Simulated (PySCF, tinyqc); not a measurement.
Orbital energy against energy difference: ionisation energy by orbital energies and by energy differences in the 6-31g basis, for BH, spin multiplicity 1. Computed by the program tinyqc with PySCF. Command: `OMP_NUM_THREADS=1 python tinyqc.py 114591 114592 out.jsonl`; one thread of a shared host (Intel(R) Xeon(R) Processor @ 2.60GHz), about 6 s.

Geometry (angstrom):

| atom | x | y | z |
|---|---|---|---|
| B | 0.0000 | 0.0000 | 0.0000 |
| H | 0.0000 | 0.0000 | 1.1000 |

CCSD(T) difference in the same basis = 8.8441 eV

IP-EOM-CCSD = 8.8706 eV

The cation is unrestricted; errors are against CCSD(T) in this basis, not against experiment.

First vertical ionisation energy (eV):

| method | -e(HOMO) | E(cation) - E | error of -e(HOMO) | error of the difference |
|---|---|---|---|---|
| HF | 8.913 | 8.04894 | 0.069 | -0.795 |
| LDA | 4.678 | 9.29063 | -4.166 | 0.447 |
| PBE | 4.730 | 9.21872 | -4.114 | 0.375 |
| B3LYP | 5.772 | 9.34381 | -3.072 | 0.500 |
| PBE0 | 5.975 | 9.17575 | -2.869 | 0.332 |
| CAM-B3LYP | 7.370 | 9.31136 | -1.475 | 0.467 |
| LC-wPBE | 8.837 | 9.23998 | -0.007 | 0.396 |

Koopmans errs by +0.07 eV and Delta-HF by -0.80 eV: relaxation, 0.86 eV, lowers the value and the missing correlation difference works against it. The PBE level is off by -4.1 eV through the wrong tail of its potential, though its energy difference is off by +0.37 eV; exact exchange deepens the level, and among the orbital energies LC-wPBE comes closest; among the differences PBE0 does. The restricted reference is unstable here: a spin-polarised solution lies 0.0080 hartree lower (PySCF), so results built on it describe a poor reference.
